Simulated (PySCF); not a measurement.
# NH2 (SMILES [NH2]) at FCI/SBKJC (core potential)

Aim: the vertical ionisation energy of NH2 at FCI/SBKJC (core potential), from 2 runs. Input form: a Python script.

The calculation is run with PySCF 2.14.0.

11 further runs of the same task are left out: 1 that didn't finish, 10 set aside as unsound or not needed.

### Step 1. The structure to begin with

NH2: 3 atoms, total charge 0, spin state doublet. As SMILES, `[NH2]`. The shape is that of a GFN2-xTB optimisation.

Bond lengths: N1–H2 1.014 Å, N1–H3 1.014 Å. Angles: H2–N1–H3 110.0°.

### Step 2. A single-point energy at FCI/SBKJC (core potential)

Contents of geometry.xyz:

```xyz
3

N      0.307180    -0.182210     0.151440
H      0.155580     0.820260     0.174790
H     -0.462760    -0.638040    -0.326220
```

Contents of run.py:

```python
from pyscf import gto, mcscf

molecule = gto.M(
    atom='geometry.xyz',
    spin=1,
    max_memory=1860,
    basis='sbkjc',
    charge=0,
    verbose=4,
    ecp={'N': 'sbkjc'},
)

myscf = molecule.ROHF()
myscf.conv_tol = 1e-10
myscf.kernel()
if not myscf.converged:
    myscf = myscf.newton().run(myscf.mo_coeff, myscf.mo_occ)

cas = mcscf.CASCI(myscf, myscf.mo_coeff.shape[-1] - 0, (molecule.nelec[0] - 0, molecule.nelec[1] - 0))  # full CI above the frozen core
cas.fix_spin_(ss=0.75)
cas.kernel()
e_final = cas.e_tot
print('E(%s) = %.9f' % ('FCI', e_final))
```

Started as:

```console
$ OMP_NUM_THREADS=1 python run.py
```

The log of the run:

```text
PySCF version 2.14.0

[INPUT] num. atoms = 3
[INPUT] num. electrons = 7
[INPUT] charge = 0
[INPUT] spin (= nelec alpha-beta = 2S) = 1
[INPUT] symmetry False subgroup None
[INPUT] Mole.unit = angstrom
[INPUT] Symbol           X                Y                Z      unit          X                Y                Z       unit  Magmom
[INPUT]  1 N      0.307180000000  -0.182210000000   0.151440000000 AA    0.580486070944  -0.344326997157   0.286180124304 Bohr   0.0
[INPUT]  2 H      0.155580000000   0.820260000000   0.174790000000 AA    0.294003590460   1.550066750936   0.330305229313 Bohr   0.0
[INPUT]  3 H     -0.462760000000  -0.638040000000  -0.326220000000 AA   -0.874489661404  -1.205720856517  -0.616466456356 Bohr   0.0

nuclear repulsion = 5.53618548302106
number of shells = 8
number of NR pGTOs = 22
number of NR cGTOs = 12
basis = sbkjc
ecp = {'N': 'sbkjc'}

******** <class 'pyscf.scf.rohf.ROHF'> ********
method = ROHF
initial guess = minao
damping factor = 0
level_shift factor = 0
DIIS = <class 'pyscf.scf.diis.CDIIS'>
diis_start_cycle = 1
diis_space = 8
diis_damp = 0
SCF conv_tol = 1e-10
SCF conv_tol_grad = None
SCF max_cycles = 50
direct_scf = True
direct_scf_tol = 1e-13
num. doubly occ = 3  num. singly occ = 1
Set gradient conv threshold to 1e-05
init E= -9.65023715580316
  HOMO = -0.0263407483401537  LUMO = 0.269475053381544  gap/eV = 8.04956
cycle= 1 E= -10.6717627157393  delta_E= -1.02  |g|= 0.486  |ddm|= 1.67
  HOMO = -0.339382538005117  LUMO = 0.215887875892822  gap/eV = 15.10968
cycle= 2 E= -10.7483128248677  delta_E= -0.0766  |g|= 0.245  |ddm|= 0.586
  HOMO = -0.177671031840847  LUMO = 0.260966692746483  gap/eV = 11.93594
cycle= 3 E= -10.7637798324231  delta_E= -0.0155  |g|= 0.0275  |ddm|= 0.151
  HOMO = -0.170702214819349  LUMO = 0.267793018558698  gap/eV = 11.93206
cycle= 4 E= -10.764219506252  delta_E= -0.00044  |g|= 0.00519  |ddm|= 0.0699
  HOMO = -0.168868431160029  LUMO = 0.266938922038382  gap/eV = 11.85892
cycle= 5 E= -10.7642450927593  delta_E= -2.56e-05  |g|= 0.000974  |ddm|= 0.0229
  HOMO = -0.169316887123653  LUMO = 0.266966989773974  gap/eV = 11.87189
cycle= 6 E= -10.7642458107413  delta_E= -7.18e-07  |g|= 0.000147  |ddm|= 0.00298
  HOMO = -0.16925449810904  LUMO = 0.266931117225413  gap/eV = 11.86922
cycle= 7 E= -10.7642458304569  delta_E= -1.97e-08  |g|= 1.66e-05  |ddm|= 0.000282
  HOMO = -0.169257951640057  LUMO = 0.266933739117322  gap/eV = 11.86938
cycle= 8 E= -10.7642458306288  delta_E= -1.72e-10  |g|= 1.44e-06  |ddm|= 4.88e-05
  HOMO = -0.169258283191556  LUMO = 0.266934049273484  gap/eV = 11.86940
cycle= 9 E= -10.7642458306305  delta_E= -1.79e-12  |g|= 2.49e-07  |ddm|= 3.28e-06
  HOMO = -0.169258192326368  LUMO = 0.266934104961335  gap/eV = 11.86940
Extra cycle  E= -10.7642458306306  delta_E= -4.97e-14  |g|= 8.67e-08  |ddm|= 5.03e-07
converged SCF energy = -10.7642458306306

******** <class 'pyscf.mcscf.casci.CASCI'> ********
CAS (4e+3e, 12o), ncore = 0, nvir = 0
natorb = False
canonicalization = True
sorting_mo_energy = False
******** <class 'pyscf.fci.addons.SpinPenaltyFCISolver'> ********
max. cycles = 200
conv_tol = 1e-08
davidson only = True
linear dependence = 1e-12
level shift = 0.001
max iter space = 12
nroots = 1
pspace_size = 400
spin = None
Density matrix diagonal elements [1.98236112 1.9674246  1.97216972 0.99317333 0.01628236 0.01771429
 0.00645592 0.01672743 0.00864529 0.00779302 0.00846929 0.00278362]
CASCI converged
CASCI E = -10.8575341089760  E(CI) = -16.3937195919971  S^2 = 0.7500000
E(FCI) = -10.857534109
```

Wall time 2.1 s (1 thread of Arm Neoverse V2, shared host); peak memory 0.14 GiB.

### Step 3. The singlet cation

Contents of run.py:

```python
from pyscf import gto, scf, mcscf
from pyscf import fci

mol = gto.Mole()
mol.atom = '''
N      0.580486    -0.344327     0.286180
H      0.294004     1.550067     0.330305
H     -0.874490    -1.205721    -0.616466
'''
mol.charge = 1
mol.basis = 'sbkjc'
mol.unit = 'bohr'
mol.verbose = 4
mol.max_memory = 1860
mol.ecp = {'N': 'sbkjc'}
mol.build()

mf = scf.RHF(mol)
mf.conv_tol = 1e-10
mf.kernel()
if not mf.converged:
    mf = mf.newton().run(mf.mo_coeff, mf.mo_occ)

cas = mcscf.CASCI(mf, mf.mo_coeff.shape[-1] - 0, (mol.nelec[0] - 0, mol.nelec[1] - 0))  # full CI above the frozen core
cas.fcisolver = fci.direct_spin0.FCI(mol)  # even spin states alone
cas.kernel()
print('<S^2> = %.4f' % cas.fcisolver.spin_square(cas.ci, cas.ncas, cas.nelecas)[0])
etot = cas.e_tot
print('Final energy', etot)
```

Started as:

```console
$ OMP_NUM_THREADS=1 python run.py
```

The log of the run:

```text
PySCF version 2.14.0

[INPUT] num. atoms = 3
[INPUT] num. electrons = 6
[INPUT] charge = 1
[INPUT] spin (= nelec alpha-beta = 2S) = 0
[INPUT] symmetry False subgroup None
[INPUT] Mole.unit = bohr
[INPUT] Symbol           X                Y                Z      unit          X                Y                Z       unit  Magmom
[INPUT]  1 N      0.307179962458  -0.182210001504   0.151439934221 AA    0.580486000000  -0.344327000000   0.286180000000 Bohr   0.0
[INPUT]  2 H      0.155580216719   0.820260131799   0.174789878653 AA    0.294004000000   1.550067000000   0.330305000000 Bohr   0.0
[INPUT]  3 H     -0.462760179177  -0.638040075928  -0.326219758507 AA   -0.874490000000  -1.205721000000  -0.616466000000 Bohr   0.0

nuclear repulsion = 5.53618521249256
number of shells = 8
number of NR pGTOs = 22
number of NR cGTOs = 12
basis = sbkjc
ecp = {'N': 'sbkjc'}

******** <class 'pyscf.scf.hf.RHF'> ********
method = RHF
initial guess = minao
damping factor = 0
level_shift factor = 0
DIIS = <class 'pyscf.scf.diis.CDIIS'>
diis_start_cycle = 1
diis_space = 8
diis_damp = 0
SCF conv_tol = 1e-10
SCF conv_tol_grad = None
SCF max_cycles = 50
direct_scf = True
direct_scf_tol = 1e-13
Set gradient conv threshold to 1e-05
Initial guess from minao.
init E= -9.65023708925491
  HOMO = -0.141819182001357  LUMO = -0.0263407402847471  gap/eV = 3.14233
cycle= 1 E= -10.0896734060926  delta_E= -0.439  |g|= 0.851  |ddm|= 2.34
  HOMO = -1.11548528245055  LUMO = -0.626820233854809  gap/eV = 13.29725
cycle= 2 E= -10.3204209753996  delta_E= -0.231  |g|= 0.238  |ddm|= 1.13
  HOMO = -0.918947643995542  LUMO = -0.380092669293387  gap/eV = 14.66299
cycle= 3 E= -10.3335769951402  delta_E= -0.0132  |g|= 0.032  |ddm|= 0.223
  HOMO = -0.917106941232612  LUMO = -0.369193620559454  gap/eV = 14.90948
cycle= 4 E= -10.3340963720099  delta_E= -0.000519  |g|= 0.00572  |ddm|= 0.0919
  HOMO = -0.917264277577882  LUMO = -0.369536799470231  gap/eV = 14.90442
cycle= 5 E= -10.3341234368032  delta_E= -2.71e-05  |g|= 0.000744  |ddm|= 0.026
  HOMO = -0.917543908604858  LUMO = -0.369321950117122  gap/eV = 14.91788
cycle= 6 E= -10.3341237063319  delta_E= -2.7e-07  |g|= 0.000117  |ddm|= 0.00126
  HOMO = -0.917538127205258  LUMO = -0.369355513722841  gap/eV = 14.91681
cycle= 7 E= -10.3341237121541  delta_E= -5.82e-09  |g|= 9.43e-06  |ddm|= 0.000228
  HOMO = -0.917540875714661  LUMO = -0.369353966937934  gap/eV = 14.91693
cycle= 8 E= -10.3341237121944  delta_E= -4.04e-11  |g|= 8.12e-07  |ddm|= 2.5e-05
  HOMO = -0.917540808755048  LUMO = -0.3693537025081  gap/eV = 14.91693
Extra cycle  E= -10.3341237121948  delta_E= -3.16e-13  |g|= 2.28e-07  |ddm|= 1.86e-06
converged SCF energy = -10.3341237121948

******** <class 'pyscf.mcscf.casci.CASCI'> ********
CAS (3e+3e, 12o), ncore = 0, nvir = 0
natorb = False
canonicalization = True
sorting_mo_energy = False
******** <class 'pyscf.fci.direct_spin0.FCISolver'> ********
max. cycles = 100
conv_tol = 1e-10
davidson only = False
linear dependence = 1e-14
level shift = 0.001
max iter space = 12
nroots = 1
pspace_size = 400
spin = None
Density matrix diagonal elements [1.9774311  1.97422468 1.89402181 0.0953674  0.01100958 0.01426412
 0.00378584 0.00908415 0.00646973 0.00554545 0.00678083 0.00201533]
CASCI converged
CASCI E = -10.4186540052601  E(CI) = -15.9548392177527  S^2 = 0.0000000
<S^2> = 0.0000
Final energy -10.41865400526013
```

It took 1.1 s on 1 thread of Arm Neoverse V2, shared host; peak memory 0.13 GiB.

### Step 4. Outcome

Level: FCI/SBKJC (core potential).

```
                                             quantity         value
                            doublet NH2: total energy  -10.85753 Eh
    doublet NH2: dipole moment (Hartree–Fock density)        2.47 D
                      doublet NH2: correlation energy     -93.3 mEh
                         singlet cation: total energy  -10.41865 Eh
  singlet cation: HOMO energy (Hartree–Fock orbitals)     -24.97 eV
  singlet cation: LUMO energy (Hartree–Fock orbitals)     -10.05 eV
singlet cation: HOMO–LUMO gap (Hartree–Fock orbitals)      14.92 eV
                   singlet cation: correlation energy     -84.5 mEh
   vertical ionisation energy (to the singlet cation)     11.943 eV
```

In words: The vertical ionisation energy comes to 11.94 eV (1152 kJ/mol). Only the singlet of the ionised species was computed; a triplet could lie lower. Mulliken charges (doublet NH2) of the mean-field density run from -0.48 on N1 to +0.24 on H2; they depend strongly on the basis. Mulliken charges (singlet cation) of the mean-field density run from +0.15 on N1 to +0.43 on H3; they depend strongly on the basis.
